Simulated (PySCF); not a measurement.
## Cost of response and excited-state runs on SMILES C(Cl)[C@@H]1C[C@H]1Cl, C4H6Cl2

Geometry:
```tsv
atom	x (Å)	y (Å)	z (Å)
Cl1	0.946	-2.074	1.575
C2	0.757	-0.326	1.229
C3	-0.398	-0.111	0.295
C4	-0.238	-0.392	-1.174
C5	-0.346	1.018	-0.693
Cl6	-1.816	1.925	-1.010
H7	0.597	0.167	2.188
H8	1.696	0.009	0.789
H9	-1.365	-0.334	0.728
H10	-1.076	-0.818	-1.702
H11	0.724	-0.727	-1.530
H12	0.521	1.663	-0.721
```

PySCF with density fitting, on 1 thread of an Arm Neoverse V2, shared host. Command: `OMP_NUM_THREADS=1 python excited_run.py task.json out`

Q: How long does this run take, and how much memory?
- circular dichroism and optical rotation, CAM-B3LYP/aug-cc-pVDZ; 12 states; writes grids

A: 
```
                                    run                  level  basis functions  wall time  peak memory (GiB)
circular dichroism and optical rotation  CAM-B3LYP/aug-cc-pVDZ              200       62 s                0.9
```
Times from a shared host are rough.
